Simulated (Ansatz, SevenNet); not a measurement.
# Volume per atom of tetradymite Bi₂Se₃ at several levels of theory

No measured value is used here.

```json
[
 {"level (code)": "SevenNet-l3i5", "value (Å³/atom)": "31.09"},
 {"level (code)": "LDA (Ansatz)", "value (Å³/atom)": "27.15"},
 {"level (code)": "PBE (Ansatz)", "value (Å³/atom)": "31.88"},
 {"level (code)": "PBE-D4 (Ansatz)", "value (Å³/atom)": "28.17"},
 {"level (code)": "r²SCAN-D4 (Ansatz)", "value (Å³/atom)": "29.31"},
 {"level (code)": "HSE06 (Ansatz)", "value (Å³/atom)": "31.02"}
]
```

Density-functional levels without +SOC have no spin–orbit coupling. LDA: LDA has no dispersion term either, though it tends to give short spacings of layers, chains or molecules. PBE: for a layered or molecular solid the relaxed cell lies over 5 % above the published volume, where the minimum can be shallow. PBE, HSE06: the cell comes from a level without a dispersion term, which matters for the spacing of layers, chains or molecules. Cutoffs and k meshes differ between the levels. Ansatz's density-functional and Hartree–Fock values are scalar-relativistic unless marked +SOC, with PAW data made under PBE.

Machine-learned potentials (SevenNet-l3i5) are trained on DFT data: a solid inside that data is no test of them.

Ansatz is a first-principles code.
